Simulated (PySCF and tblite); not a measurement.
Results of a calculation; reference values are marked as such.
C3H7Cl, numbered as in [CH3:1][CH2:2][CH2:3][Cl:4].

The ensemble was built from 90 distance-geometry starts (ETKDG and KDG, MMFF94s, GFN2-xTB) and rests on PBE0-D3(BJ)/def2-SVP geometries. Free energies are PBE0-D3(BJ)/def2-TZVP single points with GFN2-xTB rigid-rotor and vibrational terms (modes under about 100 cm⁻¹ blended into free rotors). Symmetry numbers and mirror images are counted. Conformers within 4 kcal/mol (GFN2-xTB free energy) were kept, 5 at most. GIAO shieldings: PBE0/pcSseg-1. Shifts are against TMS (¹H), TMS (¹³C) at the same level. Run with PySCF (density fitting) and tblite.

Torsions listed: C1–C2–C3–Cl4. Of a mirror pair one member is shown.

```csv
conformer,shape,symmetry,E(GFN2) kcal/mol,E(DFT) kcal/mol
1,-63°,C1 (pair),0.08,0.00
2,180°,Cs,0.00,0.18
```

(1) How much do the weights at 298.15 K and the averaged shift of H3 depend on how the conformers are weighted?

Answers

(1) 
```tsv
weighting	1 (%)	2 (%)	δ (ppm)	rms dipole (D)
DFT energy with thermal terms, symmetry and mirror images (full scheme)	71	29	3.32	2.08
DFT energy with symmetry and mirror images	73	27	3.33	2.08
bare DFT energy	57	43	3.29	2.09
GFN2-xTB energy with symmetry and mirror images	64	36	3.31	2.08
GFN2-xTB free energy	61	39	3.30	2.09
leading conformer alone	100	0	3.40	2.05
equal weights	50	50	3.27	2.10
full scheme, search stopped after three starts	100	0	3.40	2.05
```

The largest departure from the full scheme, 0.08 ppm, comes with: leading conformer alone.
